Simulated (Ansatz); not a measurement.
One change: `COCCCF` becomes `NCCCF`.

Ansatz, PBE0-D4/def2-TZVP geometries, multiplicity 1. Each molecule was computed in one conformer, which needn't be the lowest.

```json
{"property": "HOMO energy (B3LYP/def2-TZVPP) / eV", "`COCCCF`": "-7.43"}
{"property": "LUMO energy (ωB97M-V/def2-TZVPP) / eV", "`COCCCF`": "2.60"}
{"property": "HOMO–LUMO gap (PBE0/def2-TZVPP) / eV", "`COCCCF`": "8.77"}
{"property": "size of the dipole moment (PBE/def2-TZVPP) / D", "`COCCCF`": "2.59"}
{"property": "size of the dipole moment (B3LYP/def2-TZVPP) / D", "`COCCCF`": "2.80"}
{"property": "LUMO energy (PBE/def2-TZVPP) / eV", "`COCCCF`": "0.29"}
```

**Question.** Give the same properties after the change, and the shifts. (An estimate is asked.)

**Answer.** Computed: 
```
                                        property  `NCCCF`  shift
             HOMO energy (B3LYP/def2-TZVPP) / eV    -6.83   0.60
           LUMO energy (ωB97M-V/def2-TZVPP) / eV     2.36  -0.24
            HOMO–LUMO gap (PBE0/def2-TZVPP) / eV     8.03  -0.74
  size of the dipole moment (PBE/def2-TZVPP) / D     2.51  -0.08
size of the dipole moment (B3LYP/def2-TZVPP) / D     2.64  -0.16
               LUMO energy (PBE/def2-TZVPP) / eV     0.16  -0.13
```

With PBE0 the HOMO rises by 0.59 eV and the LUMO falls by 0.15 eV, so the gap narrows by about 0.74 eV. PBE moves the HOMO by 0.51 eV and ωB97M-V by 0.57 eV. The zero-point energy changes by -40.6 kJ/mol with -6 modes. Dipoles are sizes alone; their direction can turn.

B3LYP here is the variant with VWN-RPA as its local correlation; programs differ in this.
